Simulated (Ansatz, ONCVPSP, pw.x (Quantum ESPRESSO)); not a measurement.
**Al: does the ONCV potential hold in the solid?**

ONCVPSP 4.0.1.1 (patched build) input, shortened (lines: element, Z, core and valence counts, functional; n l f; lmax; l rc ep ncon nbas qcut; lloc lpopt rc5 dvloc0; l nproj debl; icmod fcfact rcfact), PBE, scalar-relativistic:

```
  Al 13.00    3    1        4      upf
    1    0    2.00
    2    0    2.00
    2    1    6.00
    3    0    2.00
    2
    0    1.90    0.00    5    9    4.40
    1    2.05    0.29    4    8    4.80
    2    2.05    0.40    3    6    4.70
    4    5    1.60    0.00
    0    2    2.90
    1    2    0.60
    2    2    3.60
    1    0.25    0.00
```

In the p channel the program set the typed energies aside and used 0.050, 0.650 Ha.

Crystal test: fcc Al in pw.x 7.5, no spin, 14³ k-points, Fermi–Dirac smearing 0.01 Ry, cutoffs 50/200 Ry. The reference is all-electron LAPW (Ansatz 0.2.0) with the same functional, mesh and smearing; V0 and B0 come from Birch–Murnaghan fits to the pressures at five volumes. Errors are pseudo minus all-electron; Δ is the rms difference of the E(V) curves that follow from these fits, minima aligned, over ±6 % about the mean V0. Mesh and smearing are coarse, so the numbers serve the comparison and aren't converged zero-temperature values; the lattice is a test structure that the element need not adopt.

All-electron: a0 = 4.040 Å (V0 = 16.49 Å³/atom), B0 = 76.6 GPa.

Question: How far does the potential miss the all-electron equation of state?

Answer: mean pressure error (GPa): -0.67; a0 (Å): 4.029; a0 error (%): -0.29; B0 error (%): +0.0; Δ (meV/atom): 2.5.

| V (Å³/atom) | P all-electron (GPa) | P pseudo (GPa) |
| --- | --- | --- |
| 15.701 | 4.22 | 3.39 |
| 16.114 | 1.87 | 1.13 |
| 16.527 | -0.17 | -0.82 |
| 16.940 | -1.94 | -2.52 |
| 17.353 | -3.46 | -3.99 |

Question: At the middle volume, how do free energy and pressure move when the wave cutoff is lowered (ecutrho kept at four times it)?

Answer:

| cutoff (Ry) | shift of F (meV/atom) | shift of P (GPa) |
| --- | --- | --- |
| 22 | +2.3 | +0.03 |
| 30 | +1.2 | +0.06 |
| 40 | +0.9 | +0.03 |

The run at the middle volume (104 k-points, 6 iterations) took about 5.5 s on one core of a shared host (Neoverse-V1, 32 threads, 247 GiB, load 10).
